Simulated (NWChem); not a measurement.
# MP2/STO-3G run of C2H3S− (SMILES C=C[S-])

What is the vertical electron affinity of C2H3S− at MP2/STO-3G? 

Program for the calculation: NWChem 7.3.0.

3 further runs of the same task are left out: 3 set aside as unsound or not needed.

**1. The system as given**

C2H3S− has 6 atoms, charge -1, and is taken as a singlet. As SMILES, `C=C[S-]`. Geometry: relaxed at GFN2-xTB.

Bond lengths: C1–C2 1.339 Å, C2–S3 1.705 Å, C1–H4 1.079 Å, C1–H5 1.084 Å, C2–H6 1.095 Å. Angles: C1–C2–S3 127.1°, C1–C2–H6 118.2°, S3–C2–H6 114.7°, C2–C1–H4 121.5°, C2–C1–H5 121.8°, H4–C1–H5 116.7°.

**2. The energy at MP2/STO-3G**

File c2h3s.nw:

```
START c2h3s
TITLE "C2H3S mp2"
memory 2200 mb
charge -1

GEOMETRY noautosym nocenter noautoz
  C       -0.460730       0.221690      -0.536290
  C        0.382310      -0.064990       0.464320
  S        0.942830      -1.607330       0.925770
  H       -0.871980      -0.551520      -1.166630
  H       -0.761760       1.239390      -0.754870
  H        0.769320       0.762760       1.067700
END

BASIS "ao basis" cartesian
  * library STO-3G
END

SCF
  thresh 1e-05
  maxiter 60
  noprint "final vectors analysis"
END

MP2
  freeze core 7
END

TASK direct_mp2 energy
```

The run is started by

```
$ nwchem c2h3s.nw > c2h3s.out
```

The log of the run:

```text
[...]
  functions       =    22
[...]
  wavefunction    = RHF
[...]
         Total SCF energy =   -469.500524182741
      One-electron energy =   -831.230573652493
      Two-electron energy =    276.442248876359
 Nuclear repulsion energy =     85.287800593392
        Time for solution =      0.4s
[...]
          Total MP2 energy          -469.634421761931
[...]
```

Run time: 1.1 s. Hardware: 1 thread of Intel Xeon Platinum 8488C (Sapphire Rapids), shared host; peak memory 0.099 GiB.

**3. Doublet [C2H3S]2− at the same level**

File c2h3s.nw:

```
start c2h3s
memory total 2200 mb
charge -2
geometry units angstroms noautosym nocenter
 zmatrix
   C
   C 1 1.339448
   S 2 1.704679 1 127.07192
   H 1 1.079031 2 121.52744 3 -0.17689
   H 1 1.083563 4 116.69859 2 179.85709
   H 2 1.094995 1 118.18353 4 179.79967
 end
end
basis
 * library STO-3G
end
scf
 nopen 1
 uhf
 thresh 1e-05
 maxiter 80
 print medium
end
mp2
 freeze core 7
end
task mp2 energy
```

The run is started by

```
$ nwchem c2h3s.nw > c2h3s.out
```

The log of the run:

```text
[...]
  functions       =    22
[...]
  wavefunction    = UHF
[...]
         Total SCF energy =   -468.945776629052
      One electron energy =   -841.523614828066
      Two electron energy =    287.290016975547
 Nuclear repulsion energy =     85.287821223467
                       Sz =      0.5000
                 Sz(Sz+1) =      0.7500
                      S^2 =      0.7583
[...]
          Total MP2 energy          -469.030609169133
[...]
```

Wall time 1.3 s (1 thread of Intel Xeon Platinum 8488C (Sapphire Rapids), shared host); peak memory 0.1 GiB.

**4. Summary of results**

At MP2/STO-3G, 7 core orbitals frozen:

| quantity | value |
| --- | --- |
| singlet C2H3S−: total energy | -469.63442 Eh |
| singlet C2H3S−: correlation energy (7 core orbitals frozen) | -133.9 mEh |
| doublet [C2H3S]2−: total energy | -469.03061 Eh |
| doublet [C2H3S]2−: HOMO energy (Hartree–Fock orbitals) (highest over α and β) | 14.18 eV |
| doublet [C2H3S]2−: LUMO energy (Hartree–Fock orbitals) (lowest over α and β) | 27.90 eV |
| doublet [C2H3S]2−: correlation energy (7 core orbitals frozen) | -84.8 mEh |
| doublet [C2H3S]2−: ⟨S²⟩ of the reference determinant | 0.758 |
| vertical electron affinity (to the doublet dianion) | -16.431 eV |

What this shows: The dianion lies 16.43 eV (1585 kJ/mol) above the anion: the electron isn't bound at this level, and such a value depends on the basis. Without diffuse functions anions come out too high. In a minimal basis such a difference can be off by several eV, whatever the method. Mulliken charges (singlet C2H3S−) run from -0.48 on S3 to -0.02 on H4. The HOMO (doublet [C2H3S]2−) lies at positive energy, 14.18 eV: the electron is unbound at this level or held by a compact basis; values depend on the basis.
